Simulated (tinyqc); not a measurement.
Inside a calculation. Method: MP2 on RHF in the sto-6g basis, frozen core, for H2F+, spin multiplicity 1. Computed by tinyqc, a small Python program that keeps every step (integrals from PySCF). Settings: charge = 1, multiplicity = 1, basis = sto-6g, method = RHF, frozen orbitals = 1, energy threshold = 1e-10, iteration cap = 61, orthogonalisation = canonical, start = Wolfsberg-Helmholz matrix, DIIS depth = 6. Command: `OMP_NUM_THREADS=1 python tinyqc.py 25247 25248 out.jsonl` (the two numbers bound the seeds that draw the settings). One thread of a shared host (Intel(R) Xeon(R) Processor @ 2.60GHz), about 0.1 s of CPU time with the checks. The early iterations of the SCF are left out here.

## One-electron integrals

Geometry (angstrom):
```
atom         x          y         z
F     0.000000   0.000000  0.000000
H     0.000000   0.766000  0.467000
H     0.000000  -0.766000  0.467000
```

Basis sto-6g: exponents (1/bohr^2) and contraction coefficients of normalised primitives:
```
element  l (shell)     exponent  coefficient
F            s (1)  1728.626574     0.009164
F            s (1)   316.941790     0.049361
F            s (1)    88.668891     0.168538
F            s (1)    30.460157     0.370563
F            s (1)    11.828570     0.416492
F            s (1)     4.871659     0.130334
F            s (2)    67.032281    -0.013253
F            s (2)    13.267438    -0.046992
F            s (2)     4.123510    -0.033785
F            s (2)     1.586463     0.250242
F            s (2)     0.689002     0.595117
F            s (2)     0.315820     0.240706
F            p (3)    67.032281     0.003760
F            p (3)    13.267438     0.037679
F            p (3)     4.123510     0.173897
F            p (3)     1.586463     0.418036
F            p (3)     0.689002     0.425860
F            p (3)     0.315820     0.101708
H            s (1)    35.523221     0.009164
H            s (1)     6.513144     0.049361
H            s (1)     1.822143     0.168538
H            s (1)     0.625955     0.370563
H            s (1)     0.243077     0.416492
H            s (1)     0.100112     0.130334
```

Overlap, kinetic and nuclear-attraction integrals over the contracted functions; the nuclear repulsion is the sum of Za Zb / Rab.

nuclear repulsion = 10.96279964 hartree

overlap S, order 1F 1s, 1F 2s, 1F 2px, 1F 2py, 1F 2pz, 2H 1s, 3H 1s:
$$\begin{pmatrix}
1.000000 & 0.232479 & 0.000000 & 0.000000 & 0.000000 & 0.053004 & 0.053004 \\
0.232479 & 1.000000 & 0.000000 & 0.000000 & 0.000000 & 0.465088 & 0.465088 \\
0.000000 & 0.000000 & 1.000000 & 0.000000 & 0.000000 & 0.000000 & 0.000000 \\
0.000000 & 0.000000 & 0.000000 & 1.000000 & 0.000000 & 0.303077 & -0.303077 \\
0.000000 & 0.000000 & 0.000000 & 0.000000 & 1.000000 & 0.184774 & 0.184774 \\
0.053004 & 0.465088 & 0.000000 & 0.303077 & 0.184774 & 1.000000 & 0.245262 \\
0.053004 & 0.465088 & 0.000000 & -0.303077 & 0.184774 & 0.245262 & 1.000000
\end{pmatrix}$$

kinetic energy T (hartree), order 1F 1s, 1F 2s, 1F 2px, 1F 2py, 1F 2pz, 2H 1s, 3H 1s:
$$\begin{pmatrix}
37.397730 & -1.143349 & 0.000000 & 0.000000 & 0.000000 & -0.000136 & -0.000136 \\
-1.143349 & 1.082297 & 0.000000 & 0.000000 & 0.000000 & 0.138542 & 0.138542 \\
0.000000 & 0.000000 & 3.251325 & 0.000000 & 0.000000 & 0.000000 & 0.000000 \\
0.000000 & 0.000000 & 0.000000 & 3.251325 & 0.000000 & 0.245126 & -0.245126 \\
0.000000 & 0.000000 & 0.000000 & 0.000000 & 3.251325 & 0.149444 & 0.149444 \\
-0.000136 & 0.138542 & 0.000000 & 0.245126 & 0.149444 & 0.768522 & 0.006269 \\
-0.000136 & 0.138542 & 0.000000 & -0.245126 & 0.149444 & 0.006269 & 0.768522
\end{pmatrix}$$

nuclear attraction V (hartree), order 1F 1s, 1F 2s, 1F 2px, 1F 2py, 1F 2pz, 2H 1s, 3H 1s:
$$\begin{pmatrix}
-79.002161 & -8.139968 & 0.000000 & 0.000000 & -0.017323 & -2.129640 & -2.129640 \\
-8.139968 & -12.644133 & 0.000000 & 0.000000 & -0.194803 & -4.596007 & -4.596007 \\
0.000000 & 0.000000 & -12.560975 & 0.000000 & 0.000000 & 0.000000 & 0.000000 \\
0.000000 & 0.000000 & 0.000000 & -12.741712 & 0.000000 & -2.638747 & 2.638747 \\
-0.017323 & -0.194803 & 0.000000 & 0.000000 & -12.628152 & -1.669814 & -1.669814 \\
-2.129640 & -4.596007 & 0.000000 & -2.638747 & -1.669814 & -6.646620 & -1.835818 \\
-2.129640 & -4.596007 & 0.000000 & 2.638747 & -1.669814 & -1.835818 & -6.646620
\end{pmatrix}$$

core Hamiltonian H = T + V (hartree), order 1F 1s, 1F 2s, 1F 2px, 1F 2py, 1F 2pz, 2H 1s, 3H 1s:
$$\begin{pmatrix}
-41.604431 & -9.283317 & 0.000000 & 0.000000 & -0.017323 & -2.129776 & -2.129776 \\
-9.283317 & -11.561837 & 0.000000 & 0.000000 & -0.194803 & -4.457465 & -4.457465 \\
0.000000 & 0.000000 & -9.309650 & 0.000000 & 0.000000 & 0.000000 & 0.000000 \\
0.000000 & 0.000000 & 0.000000 & -9.490386 & 0.000000 & -2.393621 & 2.393621 \\
-0.017323 & -0.194803 & 0.000000 & 0.000000 & -9.376827 & -1.520370 & -1.520370 \\
-2.129776 & -4.457465 & 0.000000 & -2.393621 & -1.520370 & -5.878098 & -1.829550 \\
-2.129776 & -4.457465 & 0.000000 & 2.393621 & -1.520370 & -1.829550 & -5.878098
\end{pmatrix}$$

## Two-electron integrals

Functions are numbered as in S; the eight-fold symmetry (ij|kl) = (ji|kl) = (kl|ij) leaves the list below.

Two-electron integrals (ij|kl) in chemists' order, unique and non-zero (hartree):
```
(11|11) 5.406240    (21|11) 0.768129    (21|21) 0.138909    (22|11) 1.266271
(22|21) 0.283987    (22|22) 0.926367    (31|31) 0.029452    (32|31) 0.044681
(32|32) 0.204753    (33|11) 1.266273    (33|21) 0.283987    (33|22) 0.926366
(33|33) 0.998085    (41|41) 0.029452    (42|41) 0.044681    (42|42) 0.204753
(43|43) 0.053789    (44|11) 1.266273    (44|21) 0.283987    (44|22) 0.926366
(44|33) 0.890506    (44|44) 0.998085    (51|51) 0.029452    (52|51) 0.044681
(52|52) 0.204753    (53|53) 0.053789    (54|54) 0.053789    (55|11) 1.266273
(55|21) 0.283987    (55|22) 0.926366    (55|33) 0.890506    (55|44) 0.890506
(55|55) 0.998085    (61|11) 0.187086    (61|21) 0.032411    (61|22) 0.064746
(61|33) 0.064633    (61|41) 0.001195    (61|42) 0.002327    (61|44) 0.064881
(61|51) 0.000729    (61|52) 0.001419    (61|54) 0.000151    (61|55) 0.064725
(61|61) 0.007689    (62|11) 0.439106    (62|21) 0.099794    (62|22) 0.359016
(62|33) 0.354120    (62|41) 0.006111    (62|42) 0.044517    (62|44) 0.364827
(62|51) 0.003726    (62|52) 0.027140    (62|54) 0.006527    (62|55) 0.358100
(62|61) 0.023247    (62|62) 0.166517    (63|31) 0.011517    (63|32) 0.064420
(63|43) 0.009452    (63|53) 0.005762    (63|63) 0.025480    (64|11) 0.241019
(64|21) 0.055588    (64|22) 0.213806    (64|33) 0.204454    (64|41) 0.014592
(64|42) 0.090205    (64|44) 0.230029    (64|51) 0.001875    (64|52) 0.015720
(64|54) 0.009830    (64|55) 0.206933    (64|61) 0.013570    (64|62) 0.121699
(64|64) 0.114088    (65|11) 0.146940    (65|21) 0.033890    (65|22) 0.130349
(65|33) 0.124647    (65|41) 0.001875    (65|42) 0.015720    (65|44) 0.128715
(65|51) 0.012660    (65|52) 0.074004    (65|54) 0.011932    (65|55) 0.137684
(65|61) 0.008273    (65|62) 0.074195    (65|64) 0.054021    (65|65) 0.058414
(66|11) 0.561765    (66|21) 0.130044    (66|22) 0.534401    (66|33) 0.515706
(66|41) 0.010947    (66|42) 0.108248    (66|44) 0.556592    (66|51) 0.006674
(66|52) 0.065994    (66|54) 0.024927    (66|55) 0.530903    (66|61) 0.030586
(66|62) 0.306559    (66|64) 0.260237    (66|65) 0.158656    (66|66) 0.774999
(71|11) 0.187086    (71|21) 0.032411    (71|22) 0.064746    (71|33) 0.064633
(71|41) -0.001195   (71|42) -0.002327   (71|44) 0.064881    (71|51) 0.000729
(71|52) 0.001419    (71|54) -0.000151   (71|55) 0.064725    (71|61) 0.007584
(71|62) 0.022534    (71|64) 0.011943    (71|65) 0.008012    (71|66) 0.029237
(71|71) 0.007689    (72|11) 0.439106    (72|21) 0.099794    (72|22) 0.359016
(72|33) 0.354120    (72|41) -0.006111   (72|42) -0.044517   (72|44) 0.364827
(72|51) 0.003726    (72|52) 0.027140    (72|54) -0.006527   (72|55) 0.358100
(72|61) 0.022534    (72|62) 0.137783    (72|64) 0.068601    (72|65) 0.059469
(72|66) 0.209850    (72|71) 0.023247    (72|72) 0.166517    (73|31) 0.011517
(73|32) 0.064420    (73|43) -0.009452   (73|53) 0.005762    (73|63) 0.020496
(73|73) 0.025480    (74|11) -0.241019   (74|21) -0.055588   (74|22) -0.213806
(74|33) -0.204454   (74|41) 0.014592    (74|42) 0.090205    (74|44) -0.230029
(74|51) -0.001875   (74|52) -0.015720   (74|54) 0.009830    (74|55) -0.206933
(74|61) -0.011943   (74|62) -0.068601   (74|64) -0.013766   (74|65) -0.028920
(74|66) -0.091260   (74|71) -0.013570   (74|72) -0.121699   (74|74) 0.114088
(75|11) 0.146940    (75|21) 0.033890    (75|22) 0.130349    (75|33) 0.124647
(75|41) -0.001875   (75|42) -0.015720   (75|44) 0.128715    (75|51) 0.012660
(75|52) 0.074004    (75|54) -0.011932   (75|55) 0.137684    (75|61) 0.008012
(75|62) 0.059469    (75|64) 0.028920    (75|65) 0.045875    (75|66) 0.100550
(75|71) 0.008273    (75|72) 0.074195    (75|74) -0.054021   (75|75) 0.058414
(76|11) 0.168312    (76|21) 0.038621    (76|22) 0.150191    (76|33) 0.147680
(76|44) 0.150699    (76|51) 0.002362    (76|52) 0.020333    (76|55) 0.152193
(76|61) 0.008892    (76|62) 0.068578    (76|64) 0.043362    (76|65) 0.034809
(76|66) 0.130124    (76|71) 0.008892    (76|72) 0.068578    (76|74) -0.043362
(76|75) 0.034809    (76|76) 0.033857    (77|11) 0.561765    (77|21) 0.130044
(77|22) 0.534401    (77|33) 0.515706    (77|41) -0.010947   (77|42) -0.108248
(77|44) 0.556592    (77|51) 0.006674    (77|52) 0.065994    (77|54) -0.024927
(77|55) 0.530903    (77|61) 0.029237    (77|62) 0.209850    (77|64) 0.091260
(77|65) 0.100550    (77|66) 0.339281    (77|71) 0.030586    (77|72) 0.306559
(77|74) -0.260237   (77|75) 0.158656    (77|76) 0.130124    (77|77) 0.774999
```

## Orthogonalisation

S = U s U^T; canonical form X = U s^(-1/2), so that X^T S X = 1. Each column of U has its largest component positive (the first on a tie).

eigenvalues of S: [0.380766, 0.431556, 0.906843, 1.000000, 1.072255, 1.323182, 1.885398]

X, order 1F 1s, 1F 2s, 1F 2px, 1F 2py, 1F 2pz, 2H 1s, 3H 1s:
$$\begin{pmatrix}
-0.319831 & 0.000000 & 0.752487 & 0.000000 & -0.609892 & 0.000000 & 0.160748 \\
1.170889 & 0.000000 & -0.226099 & 0.000000 & -0.250201 & 0.000000 & 0.439688 \\
0.000000 & 0.000000 & 0.000000 & 1.000000 & 0.000000 & 0.000000 & 0.000000 \\
0.000000 & 0.916461 & 0.000000 & 0.000000 & 0.000000 & 0.694133 & 0.000000 \\
0.417476 & 0.000000 & 0.656231 & 0.000000 & 0.680199 & 0.000000 & 0.157914 \\
-0.699544 & -0.859447 & -0.165425 & 0.000000 & 0.132995 & 0.370090 & 0.378345 \\
-0.699544 & 0.859447 & -0.165425 & 0.000000 & 0.132995 & -0.370090 & 0.378345
\end{pmatrix}$$

## Iteration 8 (converged): orbitals

converged F (hartree), order 1F 1s, 1F 2s, 1F 2px, 1F 2py, 1F 2pz, 2H 1s, 3H 1s:
$$\begin{pmatrix}
-26.987732 & -6.538872 & 0.000000 & 0.000000 & -0.024886 & -1.499927 & -1.499927 \\
-6.538872 & -3.569101 & 0.000000 & 0.000000 & -0.146242 & -1.439684 & -1.439684 \\
0.000000 & 0.000000 & -1.087984 & 0.000000 & 0.000000 & 0.000000 & 0.000000 \\
0.000000 & 0.000000 & 0.000000 & -1.105598 & 0.000000 & -0.605140 & 0.605140 \\
-0.024886 & -0.146242 & 0.000000 & 0.000000 & -1.091373 & -0.435686 & -0.435686 \\
-1.499927 & -1.439684 & 0.000000 & -0.605140 & -0.435686 & -1.016875 & -0.518444 \\
-1.499927 & -1.439684 & 0.000000 & 0.605140 & -0.435686 & -0.518444 & -1.016875
\end{pmatrix}$$

Diagonalise F' = X^T F X, C = X C', fill 5 alpha and 5 beta electrons from the bottom; D = 2 C_occ C_occ^T. Each column has its largest component positive (the first on a tie).

F' = X^T F X (hartree):
$$\begin{pmatrix}
-0.702025 & 0.000000 & 2.433261 & 0.000000 & -1.924496 & 0.000000 & 0.194331 \\
0.000000 & 0.241630 & 0.000000 & 0.000000 & 0.000000 & -0.074723 & 0.000000 \\
2.433261 & 0.000000 & -13.053455 & 0.000000 & 11.523796 & 0.000000 & -5.311023 \\
0.000000 & 0.000000 & 0.000000 & -1.087984 & 0.000000 & 0.000000 & 0.000000 \\
-1.924496 & 0.000000 & 11.523796 & 0.000000 & -12.225816 & 0.000000 & 5.234651 \\
0.000000 & -0.074723 & 0.000000 & 0.000000 & 0.000000 & -1.291059 & 0.000000 \\
0.194331 & 0.000000 & -5.311023 & 0.000000 & 5.234651 & 0.000000 & -4.227007
\end{pmatrix}$$

orbital energies (hartree): MO1 -26.991106, MO2 -2.138890, MO3 -1.294693, MO4 -1.124347, MO5 -1.087984, MO6 0.046041, MO7 0.245264

coefficients C, order 1F 1s, 1F 2s, 1F 2px, 1F 2py, 1F 2pz, 2H 1s, 3H 1s:
$$\begin{pmatrix}
0.996969 & -0.235614 & 0.000000 & 0.064848 & 0.000000 & -0.112564 & 0.000000 \\
0.014140 & 0.930804 & 0.000000 & -0.350460 & 0.000000 & 0.829825 & 0.000000 \\
0.000000 & 0.000000 & 0.000000 & 0.000000 & 1.000000 & 0.000000 & 0.000000 \\
0.000000 & 0.000000 & 0.737835 & 0.000000 & 0.000000 & 0.000000 & 0.881657 \\
0.002108 & 0.130701 & 0.000000 & 0.896713 & 0.000000 & 0.520912 & 0.000000 \\
-0.003044 & 0.082189 & 0.327901 & 0.173747 & 0.000000 & -0.800380 & -0.876411 \\
-0.003044 & 0.082189 & -0.327901 & 0.173747 & 0.000000 & -0.800380 & 0.876411
\end{pmatrix}$$

D after iteration 8, order 1F 1s, 1F 2s, 1F 2px, 1F 2py, 1F 2pz, 2H 1s, 3H 1s:
$$\begin{pmatrix}
2.107331 & -0.455880 & 0.000000 & 0.000000 & 0.058912 & -0.022266 & -0.022266 \\
-0.455880 & 1.978835 & 0.000000 & 0.000000 & -0.385149 & 0.031135 & 0.031135 \\
0.000000 & 0.000000 & 2.000000 & 0.000000 & 0.000000 & 0.000000 & 0.000000 \\
0.000000 & 0.000000 & 0.000000 & 1.088802 & 0.000000 & 0.483874 & -0.483874 \\
0.058912 & -0.385149 & 0.000000 & 0.000000 & 1.642363 & 0.333074 & 0.333074 \\
-0.022266 & 0.031135 & 0.000000 & 0.483874 & 0.333074 & 0.288943 & -0.141134 \\
-0.022266 & 0.031135 & 0.000000 & -0.483874 & 0.333074 & -0.141134 & 0.288943
\end{pmatrix}$$

## Convergence

Stop when the energy changes by less than 1e-10 hartree and every element of the error matrix X^T (F D S - S D F) X is below 3e-06.

Course of the cycle:
```
iteration   E (hartree)     change  largest element of the error matrix
1          -99.52355982          -                             1.07e+00
2          -99.75586701  -2.32e-01                             1.36e-01
3          -99.77249477  -1.66e-02                             2.77e-02
4          -99.77320917  -7.14e-04                             3.73e-03
5          -99.77323297  -2.38e-05                             8.93e-04
6          -99.77323454  -1.57e-06                             1.30e-05
7          -99.77323454  -1.02e-10                             9.55e-07
8          -99.77323454  -7.11e-13                             1.04e-10
```

PySCF RHF in the same basis = -99.77323454 hartree

Converged in 8 iterations.

## Integrals over molecular orbitals

(pq|rs) = sum C_ip C_jq C_kr C_ls (ij|kl), one index at a time.

one-electron integrals over orbitals h = C^T H C (hartree):
$$\begin{pmatrix}
-41.590224 & 0.698671 & 0.000000 & -0.186039 & 0.000000 & 0.340119 & 0.000000 \\
0.698671 & -9.829914 & 0.000000 & 0.284624 & 0.000000 & -1.526047 & 0.000000 \\
0.000000 & 0.000000 & -8.353587 & 0.000000 & 0.000000 & 0.000000 & -2.135071 \\
-0.186039 & 0.284624 & 0.000000 & -9.015639 & 0.000000 & -1.118634 & 0.000000 \\
0.000000 & 0.000000 & 0.000000 & 0.000000 & -9.309650 & 0.000000 & 0.000000 \\
0.340119 & -1.526047 & 0.000000 & -1.118634 & 0.000000 & -5.730241 & 0.000000 \\
0.000000 & 0.000000 & -2.135071 & 0.000000 & 0.000000 & 0.000000 & -6.198269
\end{pmatrix}$$

Two-electron integrals over orbitals (pq|rs), unique and non-zero (hartree); the lowest 1 orbital is frozen and left out:
```
(22|22) 0.866670    (32|32) 0.164537    (33|22) 0.775271    (33|33) 0.763481
(42|22) 0.018920    (42|33) -0.002879   (42|42) 0.158725    (43|32) 0.002476
(43|43) 0.047213    (44|22) 0.829380    (44|33) 0.738132    (44|42) -0.092223
(44|44) 0.941190    (52|52) 0.180042    (53|53) 0.039502    (54|52) -0.035822
(54|54) 0.057688    (55|22) 0.881220    (55|33) 0.761791    (55|42) -0.044059
(55|44) 0.856641    (55|55) 0.998085    (62|22) 0.157827    (62|33) 0.098600
(62|42) 0.034283    (62|44) 0.123488    (62|55) 0.165627    (62|62) 0.084502
(63|32) -0.029314   (63|43) -0.014707   (63|63) 0.066736    (64|22) 0.113748
(64|33) 0.067859    (64|42) 0.004860    (64|44) 0.121825    (64|55) 0.114473
(64|62) 0.058989    (64|64) 0.054382    (65|52) 0.059349    (65|54) 0.002586
(65|65) 0.029916    (66|22) 0.596682    (66|33) 0.575691    (66|42) 0.070037
(66|44) 0.549009    (66|55) 0.567101    (66|62) 0.058760    (66|64) 0.029337
(66|66) 0.555913    (72|32) 0.057306    (72|43) -0.025169   (72|63) 0.030444
(72|72) 0.054194    (73|22) 0.192984    (73|33) 0.159391    (73|42) -0.057179
(73|44) 0.206777    (73|55) 0.221561    (73|62) 0.078769    (73|64) 0.065933
(73|66) 0.023224    (73|73) 0.155607    (74|32) -0.058639   (74|43) 0.015579
(74|63) 0.034975    (74|72) -0.012351   (74|74) 0.046593    (75|53) 0.025367
(75|75) 0.020255    (76|32) 0.105394    (76|43) 0.036611    (76|63) -0.080081
(76|72) -0.007897   (76|74) -0.055089   (76|76) 0.157921    (77|22) 0.639273
(77|33) 0.642519    (77|42) 0.007043    (77|44) 0.618993    (77|55) 0.625647
(77|62) 0.054958    (77|64) 0.027792    (77|66) 0.553529    (77|73) 0.077617
(77|77) 0.601198
```

## Second-order Moller-Plesset energy

Hartree-Fock energy = -99.77323454 hartree

E2 = sum_ijab (ia|jb) [2 (ia|jb) - (ib|ja)] / (e_i + e_j - e_a - e_b) over occupied i, j and virtual a, b; the opposite-spin part is (ia|jb)^2 / denominator, the rest is same-spin, and SCS-MP2 scales them by 6/5 and 1/3.

Terms:
```
i  j  a  b    (ia|jb)    (ib|ja)  denominator       term
3  3  7  7   0.155607   0.155607    -3.079915  -0.007862
2  3  6  7   0.078769   0.030444    -3.724888  -0.002688
3  2  7  6   0.078769   0.030444    -3.724888  -0.002688
3  4  7  6   0.065933   0.034975    -2.710346  -0.002357
4  3  6  7   0.065933   0.034975    -2.710346  -0.002357
3  3  6  6   0.066736   0.066736    -2.681468  -0.001661
2  2  6  6   0.084502   0.084502    -4.369862  -0.001634
4  4  6  6   0.054382   0.054382    -2.340777  -0.001263
2  4  6  6   0.058989   0.058989    -3.355320  -0.001037
4  2  6  6   0.058989   0.058989    -3.355320  -0.001037
4  4  7  7   0.046593   0.046593    -2.739223  -0.000793
2  2  7  7   0.054194   0.054194    -4.768309  -0.000616
5  5  6  6   0.029916   0.029916    -2.268050  -0.000395
5  5  7  7   0.020255   0.020255    -2.666497  -0.000154
2  3  7  6   0.030444   0.078769    -3.724888   0.000146
3  2  6  7   0.030444   0.078769    -3.724888   0.000146
4  3  7  6   0.034975   0.065933    -2.710346  -0.000052
3  4  6  7   0.034975   0.065933    -2.710346  -0.000052
4  2  7  7  -0.012351  -0.012351    -3.753766  -0.000041
2  4  7  7  -0.012351  -0.012351    -3.753766  -0.000041
```

Pair energies (hartree; pair i-j sums ij and ji):
```
pair  opposite spin  same spin
2-2       -0.002250   0.000000
3-2       -0.003829  -0.001254
3-3       -0.009523   0.000000
4-2       -0.002155   0.000000
4-3       -0.004110  -0.000707
4-4       -0.002056   0.000000
5-5       -0.000548   0.000000
```

MP2 correlation energy = -0.02643303 hartree

SCS-MP2 correlation energy = -0.03002002 hartree

MP2 total energy = -99.79966757 hartree
